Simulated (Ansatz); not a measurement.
## BSi⁺, triplet: the ladder up to full CI

Geometry: that of the BSi, doublet, kept fixed.

```json
{"atom": "Si", "x (Å)": "0.0000", "y (Å)": "0.0000", "z (Å)": "0.0000"}
{"atom": "B", "x (Å)": "0.0000", "y (Å)": "0.0000", "z (Å)": "1.9192"}
```

Basis cc-pVDZ; Ansatz 0.2.0. Only valence electrons are correlated (noble-gas cores frozen), which leaves 6 electrons in 26 orbitals. Prefix R: restricted or restricted open-shell reference; prefix U: unrestricted. Active spaces: valence = (6e, 8o) chosen from the atoms' valence shells.

Full CI is exact within this basis and frozen core; it isn't the basis-set limit. The frozen core follows each run's orbitals, which can shift R against U totals by a few meV.

Coupled cluster chose its determinant by a search with trial CCSD, here up to 0.94 eV above the lowest Hartree–Fock solution of its kind.

* UHF ⟨S²⟩: 2.345
* ⟨S²⟩ of the determinant under UCCSD: 2.086
* T1 diagnostic (RCCSD): 0.0543
* largest doubles amplitude (RCCSD): 0.166
* T1 diagnostic (UCCSD): 0.0567

| level | E − E(determinant under the R cluster runs) (eV) |
| --- | --- |
| RCCSD | -4.0249 |
| UCCSD | -4.0313 |
| RCCSD(T) | -4.2985 |
| UCCSD(T) | -4.2988 |

Task: Estimate how far full CI in cc-pVDZ lies from RCCSD(T). The table doesn't fix it; the size of (T) and the diagnostics are the guide.

Result: Full CI in cc-pVDZ lies 9.2 kJ/mol below RCCSD(T), which is 35 % of the (T) step (-26.4 kJ/mol). T1 is raised, a doubles amplitude is large, and the rest is a large part of (T). The miss exceeds 1 kcal/mol.

The other levels:

```tsv
level	E − E(full CI) (kJ/mol)	share of correlation (%)	wall time
RHF†	345.4	–	–
BCCD(T)	10.2	97.59	2.4 s
RCCSDT	2.5	99.40	–
UCCSDT	2.4	99.43	–
RCCSDT(Q)	0.2	99.94	6.5 s
UCCSDT(Q)	-0.1	100.02	9 s
CASSCF (valence space)†	172.8	–	–
NEVPT2 (valence space)†	57.5	–	7.5 s
MRCISD (valence space)†	22.9	–	–
MRCISD+Q (valence space)†	16.3	–	8 s
```

A dagger marks rows that describe another state than the reference (another or a broken symmetry, a higher spin or other natural occupations), so the difference holds a gap between states beside the method's error.

The correlation energy at full CI, counted from the determinant under the R cluster runs, is -4.393 eV. That run took 17 s on 1 thread of Intel Xeon Platinum 8175M, shared host over 1,689,344 determinants.

Run but not shown, since their state, orbitals or frozen core can't be matched to the reference's or they repeat it: UHF, RMP2, UMP2, CISD, CISDTQ.

Times hold each run's SCF and search for its determinant on a shared host, so for small cases they say little of a method's own cost; they ran on 1 thread of Intel Xeon Platinum 8175M.

The full-CI state has the irrep A2 of C2v, in the program's axes (one component, if the state is degenerate).

Natural occupations of full CI about the gap: 1.934 1.786 0.953 0.953 0.157 0.067 0.067 0.023 0.008 0.008; effectively unpaired electrons, Σ n²(2−n)², 2.27.
